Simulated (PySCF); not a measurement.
Species: H2NCO+, CH₂NO (charge +1).
Numbering: `[NH2:1][C:2]#[O+:3]` (hydrogens: H4, H5 on N1)

Geometry (PBE0-D3(BJ)/def2-SVP, Å), atoms numbered from 1 in this order:
```xyz
5
CH2NO angstrom
N     -0.5053   -0.0037   -0.0392
C      0.7617   -0.0460    0.0079
O      1.8876   -0.0825    0.0492
H     -0.9966    0.8991   -0.0519
H     -1.0553   -0.8718   -0.0625
```

Method: core-valence-separated Tamm–Dancoff BHandHLYP/aug-pcX-1 (pcseg-1 on H) in PySCF, non-relativistic, gas phase, PBE0-D3(BJ)/def2-SVP geometry. No empirical shift is added; at this level the pattern usually sits a few eV under experiment.

Question: List the carbon K-edge absorption lines.

Answer: 
| E (eV) | f | core hole on | main final orbital | polarisation |
| --- | --- | --- | --- | --- |
| 285.40 | 0.0878 | C2 | LUMO (95 %) | in plane |
| 287.24 | 0.0948 | C2 | LUMO+2 (96 %) | out of plane |
| 290.82 | 0.0008 | C2 | LUMO+1 (78 %) | – |
| 294.56 | 0.0001 | C2 | LUMO+4 (60 %) | – |
| 294.77 | 0.0004 | C2 | LUMO+3 (98 %) | – |
| 295.55 | 0.0102 | C2 | LUMO+5/LUMO+10 (2 roots, f summed) | mixed |

The first line with a tenth or more of the strongest one's intensity is at 285.40 eV (f = 0.088), with the hole on C2 (triply bonded carbon), polarised in plane. The strongest listed is at 287.24 eV (f = 0.095; C2).

Question: List the oxygen K-edge absorption lines.

Answer: 
```csv
E (eV),f,core hole on,main final orbital,polarisation
530.75,0.0526,O3,LUMO (95 %),in plane
533.44,0.0421,O3,LUMO+2 (97 %),out of plane
536.31,0.0145,O3,LUMO+1 (76 %),in plane
539.92,0.0000,O3,LUMO+4 (75 %),–
540.10,0.0021,O3,LUMO+3 (92 %),in plane
540.64,0.0016,O3,LUMO+5 (89 %),out of plane
540.82,0.0228,O3,LUMO+10 (78 %),in plane
```

The first line with a tenth or more of the strongest one's intensity is at 530.75 eV (f = 0.053), with the hole on O3 (oxygen bonded to C), polarised in plane. It is also the strongest listed.

Question: List the nitrogen K-edge absorption lines.

Answer: 
```
E (eV)       f  core hole on  main final orbital  polarisation
400.41  0.0001            N1         LUMO (99 %)             –
401.13  0.0333            N1       LUMO+2 (96 %)  out of plane
402.31  0.0007            N1       LUMO+1 (91 %)             –
404.08  0.0520            N1       LUMO+3 (71 %)      in plane
404.11  0.0559            N1       LUMO+4 (52 %)      in plane
406.56  0.0108            N1       LUMO+5 (84 %)  out of plane
406.62  0.0006            N1       LUMO+6 (51 %)             –
```

The first line with a tenth or more of the strongest one's intensity is at 401.13 eV (f = 0.033), with the hole on N1 (nitrogen bonded to C and 2 H), polarised out of plane. The strongest listed is at 404.11 eV (f = 0.056; N1).

Roots within 0.03 eV whose holes lie on the same, on equivalent or on shared atoms are summed into one line, and the highest roots are left out, as the search may have cut off their partners. Final orbitals are the ground state's empty Kohn–Sham orbitals. A dash: too weak, shared between unlike atoms, or no plane or axis to refer to.

Question: What are the wavelength and the wavenumber of the 295.55 eV line?

Answer: λ = 12398.42 eV Å/295.55 eV = 41.950 Å; 2.3838 × 10⁶ cm⁻¹.

Only the lowest roots of each edge were sought.
